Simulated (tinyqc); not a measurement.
Inside a calculation (part 1 of 2). Method: UHF in the sto-6g basis, for CH, spin multiplicity 4. Computed by tinyqc, a small Python program that keeps every step (integrals from PySCF). Settings: charge = 0, multiplicity = 4, basis = sto-6g, energy threshold = 1e-10, iteration cap = 69, orthogonalisation = canonical, start = atomic densities, DIIS depth = 6, method = UHF. Command: `OMP_NUM_THREADS=1 python tinyqc.py 23179 23180 out.jsonl` (the two numbers bound the seeds that draw the settings). One thread of a shared host (Intel(R) Xeon(R) Processor @ 2.60GHz), about 0.2 s of CPU time with the checks. Later iterations appear only in the table of the cycle.

## One-electron integrals

Geometry (angstrom):
```
atom,x,y,z
C,0.0000,0.0000,0.0000
H,0.0000,0.0000,1.3070
```

Basis sto-6g: exponents (1/bohr^2) and contraction coefficients of normalised primitives:
```
element,l (shell),exponent,coefficient
C,s (1),742.7370,0.0092
C,s (1),136.1800,0.0494
C,s (1),38.0983,0.1685
C,s (1),13.0878,0.3706
C,s (1),5.0824,0.4165
C,s (1),2.0932,0.1303
C,s (2),30.4972,-0.0133
C,s (2),6.0362,-0.0470
C,s (2),1.8760,-0.0338
C,s (2),0.7218,0.2502
C,s (2),0.3135,0.5951
C,s (2),0.1437,0.2407
C,p (3),30.4972,0.0038
C,p (3),6.0362,0.0377
C,p (3),1.8760,0.1739
C,p (3),0.7218,0.4180
C,p (3),0.3135,0.4259
C,p (3),0.1437,0.1017
H,s (1),35.5232,0.0092
H,s (1),6.5131,0.0494
H,s (1),1.8221,0.1685
H,s (1),0.6260,0.3706
H,s (1),0.2431,0.4165
H,s (1),0.1001,0.1303
```

Overlap, kinetic and nuclear-attraction integrals over the contracted functions; the nuclear repulsion is the sum of Za Zb / Rab.

nuclear repulsion = 2.429276 hartree

overlap S, lower triangle:
```
,1C 1s,1C 2s,1C 2px,1C 2py,1C 2pz,2H 1s
1C 1s,1.0000
1C 2s,0.2432,1.0000
1C 2px,0.0000,0.0000,1.0000
1C 2py,0.0000,0.0000,0.0000,1.0000
1C 2pz,0.0000,0.0000,0.0000,0.0000,1.0000
2H 1s,0.0393,0.3747,0.0000,0.0000,0.3865,1.0000
```

kinetic energy T (hartree), lower triangle:
```
,1C 1s,1C 2s,1C 2px,1C 2py,1C 2pz,2H 1s
1C 1s,16.0686
1C 2s,-0.4928,0.4924
1C 2px,0.0000,0.0000,1.4792
1C 2py,0.0000,0.0000,0.0000,1.4792
1C 2pz,0.0000,0.0000,0.0000,0.0000,1.4792
2H 1s,-0.0093,0.0483,0.0000,0.0000,0.1515,0.7685
```

nuclear attraction V (hartree), lower triangle:
```
,1C 1s,1C 2s,1C 2px,1C 2py,1C 2pz,2H 1s
1C 1s,-34.4128
1C 2s,-3.7169,-5.5609
1C 2px,0.0000,0.0000,-5.5316
1C 2py,0.0000,0.0000,0.0000,-5.5316
1C 2pz,-0.0124,-0.1300,0.0000,0.0000,-5.6187
2H 1s,-0.6773,-1.6839,0.0000,0.0000,-1.6233,-3.6472
```

core Hamiltonian H = T + V (hartree), lower triangle:
```
,1C 1s,1C 2s,1C 2px,1C 2py,1C 2pz,2H 1s
1C 1s,-18.3442
1C 2s,-4.2097,-5.0685
1C 2px,0.0000,0.0000,-4.0524
1C 2py,0.0000,0.0000,0.0000,-4.0524
1C 2pz,-0.0124,-0.1300,0.0000,0.0000,-4.1395
2H 1s,-0.6866,-1.6357,0.0000,0.0000,-1.4718,-2.8787
```

## Two-electron integrals

Functions are numbered as in S; the eight-fold symmetry (ij|kl) = (ji|kl) = (kl|ij) leaves the list below.

Two-electron integrals (ij|kl) in chemists' order, unique and non-zero (hartree):
```
i,j,k,l,(ij|kl)
1,1,1,1,3.5437
2,1,1,1,0.5295
2,1,2,1,0.1003
2,2,1,1,0.8536
2,2,2,1,0.1999
2,2,2,2,0.6248
3,1,3,1,0.0213
3,2,3,1,0.0319
3,2,3,2,0.1381
3,3,1,1,0.8536
3,3,2,1,0.1999
3,3,2,2,0.6248
3,3,3,3,0.6732
4,1,4,1,0.0213
4,2,4,1,0.0319
4,2,4,2,0.1381
4,3,4,3,0.0363
4,4,1,1,0.8536
4,4,2,1,0.1999
4,4,2,2,0.6248
4,4,3,3,0.6007
4,4,4,4,0.6732
5,1,5,1,0.0213
5,2,5,1,0.0319
5,2,5,2,0.1381
5,3,5,3,0.0363
5,4,5,4,0.0363
5,5,1,1,0.8536
5,5,2,1,0.1999
5,5,2,2,0.6248
5,5,3,3,0.6007
5,5,4,4,0.6007
5,5,5,5,0.6732
6,1,1,1,0.0899
6,1,2,1,0.0164
6,1,2,2,0.0322
6,1,3,3,0.0321
6,1,4,4,0.0321
6,1,5,1,0.0011
6,1,5,2,0.0021
6,1,5,5,0.0325
6,1,6,1,0.0028
6,2,1,1,0.2342
6,2,2,1,0.0558
6,2,2,2,0.1944
6,2,3,3,0.1896
6,2,4,4,0.1896
6,2,5,1,0.0057
6,2,5,2,0.0392
6,2,5,5,0.2039
6,2,6,1,0.0094
6,2,6,2,0.0831
6,3,3,1,0.0057
6,3,3,2,0.0300
6,3,5,3,0.0075
6,3,6,3,0.0096
6,4,4,1,0.0057
6,4,4,2,0.0300
6,4,5,4,0.0075
6,4,6,4,0.0096
6,5,1,1,0.2100
6,5,2,1,0.0507
6,5,2,2,0.1868
6,5,3,3,0.1776
6,5,4,4,0.1776
6,5,5,1,0.0101
6,5,5,2,0.0642
6,5,5,5,0.2051
6,5,6,1,0.0090
6,5,6,2,0.0946
6,5,6,5,0.1152
6,6,1,1,0.4010
6,6,2,1,0.0973
6,6,2,2,0.3861
6,6,3,3,0.3666
6,6,4,4,0.3666
6,6,5,1,0.0115
6,6,5,2,0.1089
6,6,5,5,0.4252
6,6,6,1,0.0167
6,6,6,2,0.2170
6,6,6,5,0.2717
6,6,6,6,0.7750
```

## Orthogonalisation

S = U s U^T; canonical form X = U s^(-1/2), so that X^T S X = 1. Each column of U has its largest component positive (the first on a tie).

eigenvalues of S: 0.4441  0.8219  1.0000  1.0000  1.1538  1.5802

X:
```
,1,2,3,4,5,6
1C 1s,0.2810,0.7669,0.0000,0.0000,0.5943,0.2163
1C 2s,-0.8060,-0.5212,0.0000,0.0000,0.4110,0.4308
1C 2px,0.0000,0.0000,0.7711,0.6367,0.0000,0.0000
1C 2py,0.0000,0.0000,-0.6367,0.7711,0.0000,0.0000
1C 2pz,-0.7045,0.5425,0.0000,0.0000,-0.5453,0.3508
2H 1s,1.0133,-0.2500,0.0000,0.0000,-0.2171,0.5266
```

Within a degenerate level the vectors are fixed only up to a rotation; this is one choice.

## Starting guess

The start is atomic minimal-basis densities projected into this basis (PySCF's MINAO start) and scaled to the electron count of each spin; this density is not idempotent, so its energy is not variational and may lie below the converged one.

D(alpha) at the start, lower triangle:
```
,1C 1s,1C 2s,1C 2px,1C 2py,1C 2pz,2H 1s
1C 1s,1.5281
1C 2s,-0.3649,1.5047
1C 2px,0.0000,0.0000,0.4703
1C 2py,0.0000,0.0000,0.0000,0.4703
1C 2pz,0.0063,-0.0255,0.0000,0.0000,0.4418
2H 1s,-0.0143,0.0643,0.0000,0.0000,0.0406,0.6838
```

D(beta) at the start, lower triangle:
```
,1C 1s,1C 2s,1C 2px,1C 2py,1C 2pz,2H 1s
1C 1s,0.6112
1C 2s,-0.1460,0.6019
1C 2px,0.0000,0.0000,0.1881
1C 2py,0.0000,0.0000,0.0000,0.1881
1C 2pz,0.0025,-0.0102,0.0000,0.0000,0.1767
2H 1s,-0.0057,0.0257,0.0000,0.0000,0.0162,0.2735
```

## Iteration 1: building the Fock matrix

J_ij = sum D_kl (ij|kl) with D = D(alpha) + D(beta), K_ij = sum D_kl (ik|jl) for each spin; F = H + J - K(s); E = tr D H + tr D J / 2 - 0.5 sum_s tr D(s) K(s) + E_nn.

Coulomb J (hartree), lower triangle:
```
,1C 1s,1C 2s,1C 2px,1C 2py,1C 2pz,2H 1s
1C 1s,10.9369
1C 2s,1.9466,4.5721
1C 2px,0.0000,0.0000,4.5524
1C 2py,0.0000,0.0000,0.0000,4.5524
1C 2pz,0.0113,0.1093,0.0000,0.0000,4.6113
2H 1s,0.3244,1.4597,0.0000,0.0000,1.4371,3.1213
```

exchange K(alpha) (hartree), lower triangle:
```
,1C 1s,1C 2s,1C 2px,1C 2py,1C 2pz,2H 1s
1C 1s,5.2107
1C 2s,0.8147,1.2219
1C 2px,0.0000,0.0000,0.5776
1C 2py,0.0000,0.0000,0.0000,0.5776
1C 2pz,0.0079,0.0713,0.0000,0.0000,0.6520
2H 1s,0.1529,0.5218,0.0000,0.0000,0.3694,0.7570
```

exchange K(beta) (hartree), lower triangle:
```
,1C 1s,1C 2s,1C 2px,1C 2py,1C 2pz,2H 1s
1C 1s,2.0843
1C 2s,0.3259,0.4888
1C 2px,0.0000,0.0000,0.2310
1C 2py,0.0000,0.0000,0.0000,0.2310
1C 2pz,0.0031,0.0285,0.0000,0.0000,0.2608
2H 1s,0.0612,0.2087,0.0000,0.0000,0.1478,0.3028
```

F(alpha) (hartree), lower triangle:
```
,1C 1s,1C 2s,1C 2px,1C 2py,1C 2pz,2H 1s
1C 1s,-12.6180
1C 2s,-3.0778,-1.7183
1C 2px,0.0000,0.0000,-0.0776
1C 2py,0.0000,0.0000,0.0000,-0.0776
1C 2pz,-0.0090,-0.0921,0.0000,0.0000,-0.1801
2H 1s,-0.5152,-0.6978,0.0000,0.0000,-0.4041,-0.5144
```

F(beta) (hartree), lower triangle:
```
,1C 1s,1C 2s,1C 2px,1C 2py,1C 2pz,2H 1s
1C 1s,-9.4916
1C 2s,-2.5889,-0.9852
1C 2px,0.0000,0.0000,0.2690
1C 2py,0.0000,0.0000,0.0000,0.2690
1C 2pz,-0.0043,-0.0493,0.0000,0.0000,0.2111
2H 1s,-0.4234,-0.3847,0.0000,0.0000,-0.1825,-0.0602
```

total energy of this density = -38.802561 hartree

This density is the starting one; it is not idempotent, so its energy is not variational and may lie below the converged one.

## Iteration 1: diagonalisation and new density

Diagonalise F' = X^T F X, C = X C', fill 5 alpha and 2 beta electrons from the bottom; D(s) = C_occ C_occ^T. Each column has its largest component positive (the first on a tie).

F' = X^T F X (alpha) (hartree), lower triangle:
```
,1,2,3,4,5,6
1,-0.0137
2,-1.3082,-5.3430
3,0.0000,0.0000,-0.0776
4,0.0000,0.0000,0.0000,-0.0776
5,-0.9139,-5.2730,0.0000,0.0000,-6.1201
6,-0.3731,-2.3455,0.0000,0.0000,-2.9634,-2.2604
```

orbital energies (alpha) (hartree): MO1 -12.6180, MO2 -1.0908, MO3 -0.3727, MO4 -0.0776, MO5 -0.0776, MO6 0.3443

coefficients C (alpha):
```
,MO1,MO2,MO3,MO4,MO5,MO6
1C 1s,0.9999,-0.2275,0.1003,0.0000,0.0000,0.0748
1C 2s,0.0003,0.8892,-0.5148,0.0000,0.0000,-0.4693
1C 2px,0.0000,0.0000,0.0000,-0.0230,0.9997,0.0000
1C 2py,0.0000,0.0000,0.0000,0.9997,0.0230,0.0000
1C 2pz,0.0002,0.0827,0.5802,0.0000,0.0000,-0.9315
2H 1s,0.0014,0.2570,0.6087,0.0000,0.0000,0.9885
```

F' = X^T F X (beta) (hartree), lower triangle:
```
,1,2,3,4,5,6
1,0.4197
2,-0.8462,-3.5862
3,0.0000,0.0000,0.2690
4,0.0000,0.0000,0.0000,0.2690
5,-0.6119,-4.0937,0.0000,0.0000,-4.5646
6,-0.3093,-1.9101,0.0000,0.0000,-2.4109,-1.4543
```

orbital energies (beta) (hartree): MO1 -9.5011, MO2 -0.3650, MO3 0.0540, MO4 0.2690, MO5 0.2690, MO6 0.6266

coefficients C (beta):
```
,MO1,MO2,MO3,MO4,MO5,MO6
1C 1s,0.9912,-0.2396,-0.1355,0.0000,0.0000,0.0945
1C 2s,0.0353,0.8163,0.5932,0.0000,0.0000,-0.5064
1C 2px,0.0000,0.0000,0.0000,0.0301,0.9995,0.0000
1C 2py,0.0000,0.0000,0.0000,0.9995,-0.0301,0.0000
1C 2pz,0.0035,0.0936,-0.5708,0.0000,0.0000,-0.9363
2H 1s,-0.0079,0.3554,-0.5820,0.0000,0.0000,0.9740
```

D(alpha) after iteration 1, lower triangle:
```
,1C 1s,1C 2s,1C 2px,1C 2py,1C 2pz,2H 1s
1C 1s,1.0616
1C 2s,-0.2536,1.0556
1C 2px,0.0000,0.0000,1.0000
1C 2py,0.0000,0.0000,0.0000,1.0000
1C 2pz,0.0396,-0.2251,0.0000,0.0000,0.3435
2H 1s,0.0039,-0.0848,0.0000,0.0000,0.3744,0.4365
```

D(beta) after iteration 1, lower triangle:
```
,1C 1s,1C 2s,1C 2px,1C 2py,1C 2pz,2H 1s
1C 1s,1.0399
1C 2s,-0.1605,0.6675
1C 2px,0.0000,0.0000,0.0000
1C 2py,0.0000,0.0000,0.0000,0.0000
1C 2pz,-0.0190,0.0765,0.0000,0.0000,0.0088
2H 1s,-0.0930,0.2898,0.0000,0.0000,0.0332,0.1263
```

Within a degenerate level the vectors are fixed only up to a rotation; this is one choice.

## Iteration 2: building the Fock matrix

As before.

Coulomb J (hartree), lower triangle:
```
,1C 1s,1C 2s,1C 2px,1C 2py,1C 2pz,2H 1s
1C 1s,10.9642
1C 2s,1.9604,4.6182
1C 2px,0.0000,0.0000,4.6135
1C 2py,0.0000,0.0000,0.0000,4.6135
1C 2pz,0.0082,0.0896,0.0000,0.0000,4.6277
2H 1s,0.3261,1.4521,0.0000,0.0000,1.4140,3.0222
```

exchange K(alpha) (hartree), lower triangle:
```
,1C 1s,1C 2s,1C 2px,1C 2py,1C 2pz,2H 1s
1C 1s,3.6490
1C 2s,0.6064,1.0214
1C 2px,0.0000,0.0000,0.8789
1C 2py,0.0000,0.0000,0.0000,0.8789
1C 2pz,-0.0014,-0.0398,0.0000,0.0000,0.6490
2H 1s,0.1088,0.3650,0.0000,0.0000,0.3711,0.6078
```

exchange K(beta) (hartree), lower triangle:
```
,1C 1s,1C 2s,1C 2px,1C 2py,1C 2pz,2H 1s
1C 1s,3.5755
1C 2s,0.5348,0.5738
1C 2px,0.0000,0.0000,0.1224
1C 2py,0.0000,0.0000,0.0000,0.1224
1C 2pz,-0.0007,0.1351,0.0000,0.0000,0.1735
2H 1s,0.0871,0.3098,0.0000,0.0000,0.1569,0.3091
```

F(alpha) (hartree), lower triangle:
```
,1C 1s,1C 2s,1C 2px,1C 2py,1C 2pz,2H 1s
1C 1s,-11.0291
1C 2s,-2.8557,-1.4717
1C 2px,0.0000,0.0000,-0.3178
1C 2py,0.0000,0.0000,0.0000,-0.3178
1C 2pz,-0.0028,-0.0006,0.0000,0.0000,-0.1608
2H 1s,-0.4693,-0.5485,0.0000,0.0000,-0.4289,-0.4643
```

F(beta) (hartree), lower triangle:
```
,1C 1s,1C 2s,1C 2px,1C 2py,1C 2pz,2H 1s
1C 1s,-10.9555
1C 2s,-2.7841,-1.0241
1C 2px,0.0000,0.0000,0.4387
1C 2py,0.0000,0.0000,0.0000,0.4387
1C 2pz,-0.0035,-0.1755,0.0000,0.0000,0.3147
2H 1s,-0.4476,-0.4933,0.0000,0.0000,-0.2148,-0.1656
```

total energy of this density = -38.106661 hartree

## Iteration 2: DIIS over 2 matrices

error matrix X^T (FDS - SDF) X (alpha):
```
,1,2,3,4,5,6
1,0.0000,0.0531,0.0000,0.0000,0.0382,-0.0295
2,-0.0531,0.0000,0.0000,0.0000,-0.0252,0.0112
3,0.0000,0.0000,0.0000,0.0000,0.0000,0.0000
4,0.0000,0.0000,0.0000,0.0000,0.0000,0.0000
5,-0.0382,0.0252,0.0000,0.0000,0.0000,-0.0059
6,0.0295,-0.0112,0.0000,0.0000,0.0059,0.0000
```

B (overlaps of the stored error matrices):
```
,1,2
1,3.3009131e-01,-2.1277733e-02
2,-2.1277733e-02,5.4760350e-02
```

Minimise |sum c_i e_i|^2 with sum c_i = 1: solve [B -1; -1 0][c; lambda] = [0; -1] with B_ij = tr e_i^T e_j summed over both spins, and take F = sum c_i F_i.

DIIS coefficients: 0.1779  0.8221

extrapolated F(alpha) (hartree), lower triangle:
```
,1C 1s,1C 2s,1C 2px,1C 2py,1C 2pz,2H 1s
1C 1s,-11.3118
1C 2s,-2.8952,-1.5155
1C 2px,0.0000,0.0000,-0.2751
1C 2py,0.0000,0.0000,0.0000,-0.2751
1C 2pz,-0.0039,-0.0169,0.0000,0.0000,-0.1642
2H 1s,-0.4775,-0.5751,0.0000,0.0000,-0.4245,-0.4732
```

extrapolated F(beta) (hartree), lower triangle:
```
,1C 1s,1C 2s,1C 2px,1C 2py,1C 2pz,2H 1s
1C 1s,-10.6951
1C 2s,-2.7494,-1.0171
1C 2px,0.0000,0.0000,0.4085
1C 2py,0.0000,0.0000,0.0000,0.4085
1C 2pz,-0.0037,-0.1531,0.0000,0.0000,0.2963
2H 1s,-0.4433,-0.4740,0.0000,0.0000,-0.2090,-0.1469
```

## Iteration 2: diagonalisation and new density

As before.

F' = X^T F X (alpha) (hartree), lower triangle:
```
,1,2,3,4,5,6
1,0.1223
2,-1.1331,-4.6736
3,0.0000,0.0000,-0.2751
4,0.0000,0.0000,0.0000,-0.2751
5,-0.7227,-4.6958,0.0000,0.0000,-5.6021
6,-0.3845,-2.1690,0.0000,0.0000,-2.6782,-2.0340
```

orbital energies (alpha) (hartree): MO1 -11.3139, MO2 -0.8720, MO3 -0.4351, MO4 -0.2751, MO5 -0.2751, MO6 0.4337

coefficients C (alpha):
```
,MO1,MO2,MO3,MO4,MO5,MO6
1C 1s,0.9962,-0.2362,0.1089,0.0000,0.0000,0.0841
1C 2s,0.0156,0.8708,-0.5288,0.0000,0.0000,-0.4874
1C 2px,0.0000,0.0000,0.0000,0.9040,0.4275,0.0000
1C 2py,0.0000,0.0000,0.0000,-0.4275,0.9040,0.0000
1C 2pz,0.0014,0.0555,0.5614,0.0000,0.0000,-0.9450
2H 1s,-0.0028,0.2919,0.6264,0.0000,0.0000,0.9675
```

F' = X^T F X (beta) (hartree), lower triangle:
```
,1,2,3,4,5,6
1,0.3843
2,-1.0040,-4.1041
3,0.0000,0.0000,0.4085
4,0.0000,0.0000,0.0000,0.4085
5,-0.7611,-4.7141,0.0000,0.0000,-4.9915
6,-0.3773,-2.0930,0.0000,0.0000,-2.6302,-1.6461
```

orbital energies (beta) (hartree): MO1 -10.6975, MO2 -0.4748, MO3 0.1590, MO4 0.4085, MO5 0.4085, MO6 0.6560

coefficients C (beta):
```
,MO1,MO2,MO3,MO4,MO5,MO6
1C 1s,0.9960,-0.2097,-0.1614,0.0000,0.0000,-0.0719
1C 2s,0.0168,0.7465,0.7324,0.0000,0.0000,0.4264
1C 2px,0.0000,0.0000,0.0000,0.3634,0.9316,0.0000
1C 2py,0.0000,0.0000,0.0000,0.9316,-0.3634,0.0000
1C 2pz,0.0021,0.1609,-0.4513,0.0000,0.0000,0.9908
2H 1s,-0.0042,0.4149,-0.6415,0.0000,0.0000,-0.9110
```

D(alpha) after iteration 2, lower triangle:
```
,1C 1s,1C 2s,1C 2px,1C 2py,1C 2pz,2H 1s
1C 1s,1.0601
1C 2s,-0.2478,1.0383
1C 2px,0.0000,0.0000,1.0000
1C 2py,0.0000,0.0000,0.0000,1.0000
1C 2pz,0.0494,-0.2485,0.0000,0.0000,0.3182
2H 1s,-0.0035,-0.0771,0.0000,0.0000,0.3679,0.4776
```

D(beta) after iteration 2, lower triangle:
```
,1C 1s,1C 2s,1C 2px,1C 2py,1C 2pz,2H 1s
1C 1s,1.0359
1C 2s,-0.1398,0.5576
1C 2px,0.0000,0.0000,0.0000
1C 2py,0.0000,0.0000,0.0000,0.0000
1C 2pz,-0.0317,0.1201,0.0000,0.0000,0.0259
2H 1s,-0.0912,0.3097,0.0000,0.0000,0.0667,0.1722
```

Within a degenerate level the vectors are fixed only up to a rotation; this is one choice.

## Iteration 3: building the Fock matrix

As before.

Coulomb J (hartree), lower triangle:
```
,1C 1s,1C 2s,1C 2px,1C 2py,1C 2pz,2H 1s
1C 1s,10.9155
1C 2s,1.9498,4.5936
1C 2px,0.0000,0.0000,4.5866
1C 2py,0.0000,0.0000,0.0000,4.5866
1C 2pz,0.0113,0.1101,0.0000,0.0000,4.6075
2H 1s,0.3246,1.4574,0.0000,0.0000,1.4275,3.0706
```

exchange K(alpha) (hartree), lower triangle:
```
,1C 1s,1C 2s,1C 2px,1C 2py,1C 2pz,2H 1s
1C 1s,3.6468
1C 2s,0.6061,1.0144
1C 2px,0.0000,0.0000,0.8766
1C 2py,0.0000,0.0000,0.0000,0.8766
1C 2pz,0.0007,-0.0520,0.0000,0.0000,0.6329
2H 1s,0.1081,0.3661,0.0000,0.0000,0.3684,0.6307
```

exchange K(beta) (hartree), lower triangle:
```
,1C 1s,1C 2s,1C 2px,1C 2py,1C 2pz,2H 1s
1C 1s,3.5739
1C 2s,0.5339,0.5297
1C 2px,0.0000,0.0000,0.1112
1C 2py,0.0000,0.0000,0.0000,0.1112
1C 2pz,0.0016,0.1833,0.0000,0.0000,0.1927
2H 1s,0.0900,0.3267,0.0000,0.0000,0.2020,0.3727
```

F(alpha) (hartree), lower triangle:
```
,1C 1s,1C 2s,1C 2px,1C 2py,1C 2pz,2H 1s
1C 1s,-11.0755
1C 2s,-2.8660,-1.4893
1C 2px,0.0000,0.0000,-0.3424
1C 2py,0.0000,0.0000,0.0000,-0.3424
1C 2pz,-0.0019,0.0320,0.0000,0.0000,-0.1648
2H 1s,-0.4701,-0.5444,0.0000,0.0000,-0.4127,-0.4387
```

F(beta) (hartree), lower triangle:
```
,1C 1s,1C 2s,1C 2px,1C 2py,1C 2pz,2H 1s
1C 1s,-11.0026
1C 2s,-2.7938,-1.0046
1C 2px,0.0000,0.0000,0.4230
1C 2py,0.0000,0.0000,0.0000,0.4230
1C 2pz,-0.0028,-0.2033,0.0000,0.0000,0.2754
2H 1s,-0.4520,-0.5050,0.0000,0.0000,-0.2463,-0.1808
```

total energy of this density = -38.126204 hartree

## Iteration 3: DIIS over 3 matrices

error matrix X^T (FDS - SDF) X (alpha):
```
,1,2,3,4,5,6
1,0.0000,0.0275,0.0000,0.0000,-0.0072,-0.0075
2,-0.0275,0.0000,0.0000,0.0000,-0.0025,0.0036
3,0.0000,0.0000,0.0000,0.0000,0.0000,0.0000
4,0.0000,0.0000,0.0000,0.0000,0.0000,0.0000
5,0.0072,0.0025,0.0000,0.0000,0.0000,-0.0016
6,0.0075,-0.0036,0.0000,0.0000,0.0016,0.0000
```

B (overlaps of the stored error matrices), lower triangle:
```
,1,2,3
1,3.3009131e-01
2,-2.1277733e-02,5.4760350e-02
3,-5.8234519e-03,1.7865555e-02,8.2412418e-03
```

As before.

DIIS coefficients: 0.0159  -0.3383  1.3223

extrapolated F(alpha) (hartree), lower triangle:
```
,1C 1s,1C 2s,1C 2px,1C 2py,1C 2pz,2H 1s
1C 1s,-11.1157
1C 2s,-2.8728,-1.4989
1C 2px,0.0000,0.0000,-0.3465
1C 2py,0.0000,0.0000,0.0000,-0.3465
1C 2pz,-0.0017,0.0411,0.0000,0.0000,-0.1664
2H 1s,-0.4710,-0.5454,0.0000,0.0000,-0.4071,-0.4313
```

extrapolated F(beta) (hartree), lower triangle:
```
,1C 1s,1C 2s,1C 2px,1C 2py,1C 2pz,2H 1s
1C 1s,-10.9944
1C 2s,-2.7938,-0.9977
1C 2px,0.0000,0.0000,0.4152
1C 2py,0.0000,0.0000,0.0000,0.4152
1C 2pz,-0.0026,-0.2102,0.0000,0.0000,0.2611
2H 1s,-0.4531,-0.5070,0.0000,0.0000,-0.2560,-0.1840
```

## Iteration 3: diagonalisation and new density

As before.

F' = X^T F X (alpha) (hartree), lower triangle:
```
,1,2,3,4,5,6
1,0.1757
2,-1.1082,-4.6001
3,0.0000,0.0000,-0.3465
4,0.0000,0.0000,0.0000,-0.3465
5,-0.6922,-4.5793,0.0000,0.0000,-5.5480
6,-0.3883,-2.1431,0.0000,0.0000,-2.6527,-1.9669
```

orbital energies (alpha) (hartree): MO1 -11.1188, MO2 -0.8387, MO3 -0.4516, MO4 -0.3465, MO5 -0.3465, MO6 0.4697

coefficients C (alpha):
```
,MO1,MO2,MO3,MO4,MO5,MO6
1C 1s,0.9954,-0.2469,0.0828,0.0000,0.0000,0.0920
1C 2s,0.0188,0.9106,-0.4244,0.0000,0.0000,-0.5159
1C 2px,0.0000,0.0000,0.0000,-0.6894,0.7244,0.0000
1C 2py,0.0000,0.0000,0.0000,0.7244,0.6894,0.0000
1C 2pz,0.0014,-0.0259,0.5808,0.0000,0.0000,-0.9345
2H 1s,-0.0037,0.2459,0.6367,0.0000,0.0000,0.9736
```

F' = X^T F X (beta) (hartree), lower triangle:
```
,1,2,3,4,5,6
1,0.3879
2,-1.0302,-4.2109
3,0.0000,0.0000,0.4152
4,0.0000,0.0000,0.0000,0.4152
5,-0.8220,-4.8738,0.0000,0.0000,-5.1056
6,-0.3807,-2.1611,0.0000,0.0000,-2.6538,-1.7310
```

orbital energies (beta) (hartree): MO1 -10.9959, MO2 -0.5146, MO3 0.1938, MO4 0.4152, MO5 0.4152, MO6 0.6570

coefficients C (beta):
```
,MO1,MO2,MO3,MO4,MO5,MO6
1C 1s,0.9969,-0.1954,-0.1743,0.0000,0.0000,-0.0696
1C 2s,0.0130,0.6953,0.7821,0.0000,0.0000,0.4249
1C 2px,0.0000,0.0000,0.0000,0.4323,0.9017,0.0000
1C 2py,0.0000,0.0000,0.0000,0.9017,-0.4323,0.0000
1C 2pz,0.0015,0.2204,-0.4558,0.0000,0.0000,0.9772
2H 1s,-0.0030,0.4430,-0.5882,0.0000,0.0000,-0.9335
```

D(alpha) after iteration 3, lower triangle:
```
,1C 1s,1C 2s,1C 2px,1C 2py,1C 2pz,2H 1s
1C 1s,1.0587
1C 2s,-0.2413,1.0097
1C 2px,0.0000,0.0000,1.0000
1C 2py,0.0000,0.0000,0.0000,1.0000
1C 2pz,0.0559,-0.2700,0.0000,0.0000,0.3380
2H 1s,-0.0117,-0.0464,0.0000,0.0000,0.3634,0.4658
```

D(beta) after iteration 3, lower triangle:
```
,1C 1s,1C 2s,1C 2px,1C 2py,1C 2pz,2H 1s
1C 1s,1.0320
1C 2s,-0.1229,0.4837
1C 2px,0.0000,0.0000,0.0000
1C 2py,0.0000,0.0000,0.0000,0.0000
1C 2pz,-0.0415,0.1533,0.0000,0.0000,0.0486
2H 1s,-0.0896,0.3080,0.0000,0.0000,0.0977,0.1963
```

Within a degenerate level the vectors are fixed only up to a rotation; this is one choice.
